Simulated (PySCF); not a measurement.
Potential energy curve for CH, doublet.

- UCCSD = CCSD on UHF/cc-pVDZ, 1 core orbital frozen run with PySCF
- ROKS-PBE = restricted open-shell PBE/cc-pVDZ run with PySCF
- NEVPT2 = SC-NEVPT2 on CASSCF(5,5)/cc-pVDZ, all electrons correlated in PySCF
- UKS-PBE = unrestricted PBE/cc-pVDZ (PySCF)

Energies are in kJ/mol, each relative to the lowest point of its own curve near equilibrium.

```json
[
 {"R / Å": "0.84", "UCCSD": "232.2", "ROKS-PBE": "237.2", "NEVPT2": "233.4", "UKS-PBE": "232.7"},
 {"R / Å": "0.91", "UCCSD": "116.5", "ROKS-PBE": "121.6", "NEVPT2": "117.7", "UKS-PBE": "118.6"},
 {"R / Å": "0.95", "UCCSD": "72.9", "ROKS-PBE": "77.7", "NEVPT2": "74.0", "UKS-PBE": "75.4"},
 {"R / Å": "1.02", "UCCSD": "25.2", "ROKS-PBE": "28.8", "NEVPT2": "26.1", "UKS-PBE": "27.6"},
 {"R / Å": "1.06", "UCCSD": "10.4", "ROKS-PBE": "13.1", "NEVPT2": "11.0", "UKS-PBE": "12.3"},
 {"R / Å": "1.10", "UCCSD": "?", "ROKS-PBE": "4.0", "NEVPT2": "2.7", "UKS-PBE": "3.6"},
 {"R / Å": "1.13", "UCCSD": "0.0", "ROKS-PBE": "?", "NEVPT2": "0.1", "UKS-PBE": "0.6"},
 {"R / Å": "1.16", "UCCSD": "?", "ROKS-PBE": "0.0", "NEVPT2": "0.0", "UKS-PBE": "0.0"},
 {"R / Å": "1.19", "UCCSD": "?", "ROKS-PBE": "1.4", "NEVPT2": "?", "UKS-PBE": "1.5"},
 {"R / Å": "1.24", "UCCSD": "10.2", "ROKS-PBE": "7.4", "NEVPT2": "?", "UKS-PBE": "7.7"},
 {"R / Å": "1.30", "UCCSD": "24.0", "ROKS-PBE": "19.3", "NEVPT2": "22.2", "UKS-PBE": "19.6"},
 {"R / Å": "1.38", "UCCSD": "47.5", "ROKS-PBE": "40.5", "NEVPT2": "44.5", "UKS-PBE": "40.8"},
 {"R / Å": "1.53", "UCCSD": "98.4", "ROKS-PBE": "88.7", "NEVPT2": "93.0", "UKS-PBE": "88.8"}
]
```

Question: Some entries are withheld; supply them.

Answer: 
- 1.10, UCCSD: 2.4
- 1.13, ROKS-PBE: 0.7
- 1.16, UCCSD: 0.2
- 1.19, UCCSD: 2.5
- 1.19, NEVPT2: 2.0
- 1.24, NEVPT2: 9.1

The scan ran from 0.84 to 4.49 Å; beyond the distances shown one of the unrestricted levels run for this scan, shown here or not, changes its spin distribution in one step. The unrestricted determinant behind UCCSD is spin-contaminated at 0.84 to 1.53 Å (<S²> up to 1.2, against 0.75 for a pure doublet). The unrestricted determinant behind UKS-PBE is spin-contaminated at 0.84 to 1.13 Å (<S²> up to 1.0, against 0.75 for a pure doublet).
